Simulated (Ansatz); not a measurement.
A nudged elastic band was laid between two geometries of CH4S + H2N (9 atoms, charge 0, multiplicity 2).

Method: UKS PBE0/def2-SVP (Ansatz 0.2.0).

* movable images: 5
* climbing image: yes
* spring: 5.0 eV/Å²
* optimiser: quadratic models (default)
* start path: through a guess of the saddle point
* force threshold: 0.05 eV/Å
* iteration limit: 60
* end points: relaxed

Image 0:

```xyz
9
Properties=species:S:1:pos:R:3
H -0.856 0.235 0.108
S -0.966 0.403 -1.237
C 0.762 0.034 -1.638
N -0.689 -0.113 2.255
H 0.861 0.116 -2.730
H 1.042 -0.989 -1.344
H 1.455 0.752 -1.174
H -0.824 0.577 3.012
H -0.785 -1.016 2.748
```

Image 6:

```xyz
9
Properties=species:S:1:pos:R:3
H -1.001 0.186 1.001
S -1.041 0.600 -1.707
C 0.650 0.088 -1.424
N -0.412 -0.299 1.683
H 1.020 -0.577 -2.217
H 0.751 -0.359 -0.421
H 1.264 1.008 -1.440
H -0.231 0.373 2.427
H -1.001 -1.020 2.098
```

Q: Which bonds break or form, and what moves?

A: Bonds broken: H1–S2. Bonds formed: H1–N4. CH4S + H2N becomes CH3S + H3N.

Q: Give the energies along the band, and the barrier.

A: It converged. The highest image is number 1 of 0 to 6, 0.001 eV above the first end and 1.043 eV above the last; the last end lies 1.042 eV below the first. The top lies less than 8 meV above the higher end, about what the thresholds resolve: that end is a shoulder or a very shallow well. A vibrational analysis at the climbing image gives no mode beyond 40i cm⁻¹: the surface is too flat there to confirm a saddle point.

| image | path coordinate (Å) | energy (eV) | H1–S2 (Å) | H1–N4 (Å) |
| --- | --- | --- | --- | --- |
| 0 | 0.00 | 0.000 | 1.36 | 2.18 |
| 1 | 1.38 | 0.001 | 1.36 | 2.01 |
| 2 | 2.03 | -0.279 | 1.85 | 1.20 |
| 3 | 2.68 | -0.926 | 2.54 | 1.02 |
| 4 | 3.33 | -0.962 | 2.65 | 1.02 |
| 5 | 3.99 | -1.012 | 2.67 | 1.02 |
| 6 | 4.64 | -1.042 | 2.74 | 1.02 |

Q: What is the geometry of the highest image?

A: 
```xyz
9
Properties=species:S:1:pos:R:3
H -0.482 0.723 0.390
S -0.860 0.629 -0.916
C 0.707 -0.024 -1.553
N -0.519 0.001 2.264
H 0.577 -0.162 -2.635
H 0.956 -0.998 -1.108
H 1.536 0.678 -1.391
H -1.435 0.182 2.705
H -0.480 -1.030 2.244
```

The band took 19 iterations and of the order of 7 core-minutes.

Time of the run: 3.8 min on 2 threads of Intel(R) Xeon(R) Platinum 8488C (Sapphire Rapids), with other jobs on the host, peak memory 0.23 GiB.
